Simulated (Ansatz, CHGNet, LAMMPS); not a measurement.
**Elastic constant C13 of hcp Zr: levels of theory against measurement**

Reference value: 64.6 GPa (measured, 4 K, zero-point motion not removed; as tabulated in Clouet (2012), arXiv:1210.1082).

```csv
level (code),value (GPa),cell (Å³/atom)
Finnis–Sinclair EAM Zr_mm.eam.fs (LAMMPS),74.3,23.40
CHGNet-r²SCAN,81.7,23.38
PBE (Ansatz),66.1,23.39
PBE-D3(BJ) (Ansatz),…,22.45
HSE06 (Ansatz),61.5,23.49
```

Q: What belongs in the gaps?

A: 
- PBE-D3(BJ) (Ansatz, a program for electronic structure), value (GPa): 70.0

Differences against the reference: Finnis–Sinclair EAM Zr_mm.eam.fs +15.0 %, CHGNet-r²SCAN +26 %, PBE +2.3 %, PBE-D3(BJ) +8.4 %, HSE06 -4.8 %.

Once the reference is moved by up to 5.0 % (a margin picked here for doubts on the reference and the settings, and for temperature and zero-point motion) and values within 1.7 % count as equal, the nearest can be PBE (+2.3 %), HSE06 (-4.8 %) or PBE-D3(BJ) (+8.4 %). Farthest off among them: CHGNet-r²SCAN (+26 %).

The reference isn't brought to a static lattice, while the calculations are for one, so the differences are not the levels' errors alone.  PBE-D3(BJ): the dispersion coefficients are held fixed in the derivatives. HSE06: hybrids on metals are sensitive to the k mesh. HSE06: the run warned that the count of filled bands differs between k points. Each level is taken at its own relaxed cell. K meshes differ between the levels. Ansatz's density-functional and Hartree–Fock values are scalar-relativistic unless marked +SOC, with PAW data made under PBE.

Empirical potentials (Finnis–Sinclair EAM Zr_mm.eam.fs) are fitted to chosen data: where that held the value shown, agreement is built in, and what lay outside the fit can be far off. Machine-learned potentials (CHGNet-r²SCAN) are trained on DFT data: a solid inside that data is no test of them.

Differences are worked out from the printed values.
